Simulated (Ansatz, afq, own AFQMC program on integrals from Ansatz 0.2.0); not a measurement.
# SiGeH, doublet: AFQMC among the cluster methods

```
atom   x (Å)   y (Å)    z (Å)
  Si  0.0000  0.0000   0.2315
  Ge  0.0000  0.0000  -1.9584
   H  0.0000  0.0000   1.7269
```

Connectivity, by distances: SiH–Ge.

Basis cc-pVDZ. Only valence electrons are correlated. Ansatz 0.2.0 and our own AFQMC program on the same integrals; the CISD trial comes from CCSD amplitudes, and released means the phaseless constraint is let go. Free projection: walkers drawn from exp(T), propagated without any constraint. Its projection time is finite, and what remains of the start isn't in its error. ± is one standard error of the sampling. No spin–orbit coupling.

Determinant: ROHF, the one that the program's search chose, which needn't be the lowest solution. The geometry is a point of a scan.

No full CI on the walks' own integrals is used here; CCSDT(Q) serves as the reference and is uncertain by about the last step of the cluster series.

Cautions: no relativity below Rb; no spin-orbit coupling; inner d shell frozen; higher spins were not checked; a spin-contaminated unrestricted determinant lies lower (UHF 118 meV lower, ⟨S²⟩ 1.11); the released energies are still falling, so no released level is given (meV from the phaseless value at times in 1/Eh: -5 ± 14 at 0.24, -16 ± 13 at 0.51, -36 ± 13 at 0.99, -38 ± 17 at 1.62, -50 ± 16 at 2.40), though the last usable value meets CCSDT(Q) within the noise.

The T1 diagnostic is 0.0230, the weight of the determinant in the CISD state is 0.845 and the size of the correlated space is 9 electrons in 31 orbitals.

| level | correlation energy (eV) |
| --- | --- |
| MP2 | -4.3530 |
| CCSD | -5.1431 |
| CCSD(T) | -5.4188 |

(1) Estimate where phaseless AFQMC with a CISD trial lies against CCSD(T) on the same integrals.

(1) 7.4 ± 15.8 meV above CCSD(T). The gap is under twice the noise, so this walk alone can't tell the two apart.

Reference: CCSDT(Q), correlation energy -5.483 eV.

| level | E − E(reference) (meV) | share of correlation (%) |
| --- | --- | --- |
| CCSD(T) | 64.6 | 98.82 |
| CCSDT | 25.5 | 99.53 |
| ph-AFQMC/HF | 104.2 ± 86.0 | 98.10 |
| ph-AFQMC/CISD | 72.0 ± 15.8 | 98.69 |
| free AFQMC | 12.8 ± 20.7 | 99.77 |

Free projections are given only where their last times agree within the noise and don't stop above the reference; a slow remainder of the start can still hide under it. A walk keeps the symmetry of its determinant, which the program's search chose and which needn't be the lowest solution, so a lower state of the same spin and another symmetry isn't excluded.
